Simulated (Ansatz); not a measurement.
Geometry optimisation, RHF/cc-pVDZ (Ansatz).

Input file:

```yaml
crystal:
  periodic: [false, false, false]
  atoms:
    - { symbol: B, position_ang: [0.0, 0.0, 0.0] }
    - { symbol: C, position_ang: [0.0, 0.0, 1.95] }
    - { symbol: H, position_ang: [-0.9996, -0.3092, 2.3205] }
    - { symbol: H, position_ang: [0.7676, -0.7111, 2.3205] }
    - { symbol: H, position_ang: [0.232, 1.0203, 2.3205] }
    - { symbol: H, position_ang: [1.0305, 0.0, -0.595] }
    - { symbol: H, position_ang: [-1.0305, 0.0, -0.595] }
    - { symbol: P, position_ang: [-0.283, -2.0781, 0.6969] }
    - { symbol: H, position_ang: [-0.8502, -2.8552, -0.3476] }
    - { symbol: H, position_ang: [0.9722, -2.6288, 1.0676] }
    - { symbol: H, position_ang: [-0.1575, -1.1566, 1.7763] }
basis:
  gaussian: { orbitals: cc-pVDZ }
hamiltonian:
  xc: hf
relax:
  f_tol: 0.15
  max_steps: 25
  restrain:
    - { distance: [0, 7], at: 1.91, k: 30.0 }
    - { distance: [10, 1], at: 1.11, k: 30.0 }
    - { distance: [0, 1], at: 2.8, k: 30.0 }
    - { distance: [10, 7], at: 2.62, k: 30.0 }
```

Command:

```bash
$ ansatz run input.yaml --threads 1 --pin off --max-ram 2048MiB --backend cpu --events-out ev --progress --plain --runs-dir out
```

Where does it end, and by what steps?

The forces met the threshold. The restraints hold the end off the free minimum. After 14 steps the energy has fallen by 6.502 eV (the restraints' own energy left out); H10 moved furthest, 1.47 Å. Parted: P8–H11 (1.42 → 2.63 Å).

| step | energy less start (eV) | largest force component (eV/Å) | accepted |
| --- | --- | --- | --- |
| 0 | 0.0000 | 7.079 | yes |
| 1 | -0.0863 | 3.341 | yes |
| 2 | 0.5630 | 3.983 | yes |
| 3 | 0.6054 | 3.627 | yes |
| 4 | -0.1405 | 3.540 | yes |
| 5 | -0.8358 | 5.183 | yes |
| 6 | -2.1857 | 4.278 | yes |
| 7 | -3.6071 | 6.578 | yes |
| 8 | -5.1705 | 5.022 | yes |
| 9 | -5.9885 | 2.943 | yes |
| 10 | -6.3441 | 1.587 | yes |
| 11 | -6.4545 | 0.507 | yes |
| 12 | -6.4812 | 0.521 | yes |
| 13 | -6.4905 | 0.535 | yes |
| 14 | -6.5019 | 0.492 | yes |

```xyz
11
Properties=species:S:1:pos:R:3
B 0.205 -0.750 -0.124
C -0.200 0.215 2.491
H -0.776 0.314 3.414
H 0.861 0.169 2.737
H -0.401 1.076 1.855
H 1.305 -0.318 0.065
H -0.664 -0.030 -0.519
P -0.170 -2.601 0.195
H -0.994 -2.876 -0.921
H 1.021 -3.197 -0.282
H -0.506 -0.720 2.003
```

The run took 24 s on 1 thread of Arm Neoverse V2 (shared host), peak memory 0.15 GiB.
